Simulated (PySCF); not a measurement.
Ethylketene, C4H6O.
Cartesian coordinates in Å at the PBE0-D3(BJ)/def2-SVP level; atoms count from 1:
```xyz
11
C4H6O angstrom
C     -1.4747   -0.2849    0.4245
C     -0.2624   -0.5905   -0.4467
C      0.8797    0.3736   -0.2373
C      2.0440    0.0355    0.2760
O      3.0772   -0.2681    0.7181
H     -1.8482    0.7348    0.2420
H     -1.2228   -0.3580    1.4933
H     -2.2982   -0.9858    0.2166
H     -0.5555   -0.5663   -1.5104
H      0.0855   -1.6183   -0.2579
H      0.7616    1.4336   -0.4823
```

Method: PBE0-D3(BJ)/def2-SVP geometry optimisation, gas phase (PySCF).

Take the most abundant isotopes and a rigid rotor. The values belong to one conformer with, in the numbering `[CH3:1][CH2:2][CH:3]=[C:4]=[O:5]`, C1–C2–C3–C4 114°.

Task: Give the principal moments of inertia and the rotational constants in GHz.

Result: Ia = 27.27, Ib = 214.97, Ic = 219.27 u·Å²; 505379 MHz·u·Å²/I gives 18531, 2351 and 2305 MHz, that is A = 18.531, B = 2.3509, C = 2.3048 GHz.

Task: What kind of rotor is it?

Result: A near-prolate asymmetric top; Ray's κ = -0.994.

Task: What does the inertial defect say?

Result: Not planar: Δ = Ic − Ia − Ib = -22.97 u·Å². For a rigid frame Δ = −2 Σ m c², so Σ m c² = 11.49 u·Å² lies off the ab plane: 6.03 from hydrogen and 5.46 from heavier atoms. The atom farthest from that plane is 1.42 Å away.

Task: List the rotational levels J(Ka,Kc) to J = 5 (K).

Result: Above 0(0,0), as E/k:
J = 1: 1(0,1) 0.223, 1(1,1) 1.000, 1(1,0) 1.002
J = 2: 2(0,2) 0.670, 2(1,2) 1.445, 2(1,1) 1.451, 2(2,1) 3.781, 2(2,0) 3.781
J = 3: 3(0,3) 1.341, 3(1,3) 2.112, 3(1,2) 2.125, 3(2,2) 4.451, 3(2,1) 4.451, 3(3,1) 8.339, 3(3,0) 8.339
J = 4: 4(0,4) 2.234, 4(1,4) 3.001, 4(1,3) 3.023, 4(2,3) 5.345, 4(2,2) 5.345, 4(3,2) 9.233, 4(3,1) 9.233, 4(4,1) 14.677, 4(4,0) 14.677
J = 5: 5(0,5) 3.351, 5(1,5) 4.113, 5(1,4) 4.146, 5(2,4) 6.462, 5(2,3) 6.462, 5(3,3) 10.350, 5(3,2) 10.350, 5(4,2) 15.794, 5(4,1) 15.794, 5(5,1) 22.793, 5(5,0) 22.793
Those of J = 1 are B + C, A + C and A + B.

Task: Predict some low-J microwave lines.

Result: The dipole components are |μa| = 1.65 D, |μb| = 0.51 D, |μc| = 0.15 D. Intensities carry the squares of the components, which stand as 1.00 : 0.10 : 0.01 (a : b : c). Some lines, for components of 0.1 D or more:

| type | branch | J(Ka,Kc) | MHz | lower level (cm⁻¹) |
| --- | --- | --- | --- | --- |
| a | Q | 4(1,3) ← 4(1,4) | 461 | 2.086 |
| a | Q | 5(1,4) ← 5(1,5) | 691 | 2.858 |
| c | Q | 5(1,5) ← 5(0,5) | 15861 | 2.329 |
| b | Q | 2(1,1) ← 2(0,2) | 16273 | 0.466 |
| a | R | 5(2,4) ← 4(2,3) | 23278 | 3.715 |
| b | R | 5(1,5) ← 4(0,4) | 39137 | 1.553 |
| b | Q | 5(2,3) ← 5(1,4) | 48269 | 2.881 |
| b | Q | 2(2,0) ← 2(1,1) | 48541 | 1.009 |
| b | Q | 5(2,4) ← 5(1,5) | 48956 | 2.858 |
| b | R | 3(2,2) ← 2(1,1) | 62508 | 1.009 |
| c | R | 3(2,1) ← 2(1,1) | 62509 | 1.009 |
| b | Q | 3(3,1) ← 3(2,2) | 81017 | 3.094 |
| b | Q | 5(3,3) ← 5(2,4) | 81018 | 4.491 |
| b | R | 5(5,0) ← 4(4,1) | 169110 | 10.201 |

Task: Estimate the classical rotational partition function at 25 K, 100 K and 500 K.

Result: Point group C1, symmetry number σ = 1; q = (√π/σ)·√((kT/h)³/(ABC)), k/h = 20836.6 MHz/K: 2100 at 25 K, 16800 at 100 K, 188000 at 500 K.

PBE0-D3(BJ)/def2-SVP frequencies: not computed here. Constants of a rigid frame at the computed geometry: no zero-point averaging, no centrifugal distortion. A rigid rotor knows nothing of internal rotation, which can split or shift real lines.

Time: 12 s wall. Hardware: Arm Neoverse V1, one thread (shared host). This is the geometry optimisation.
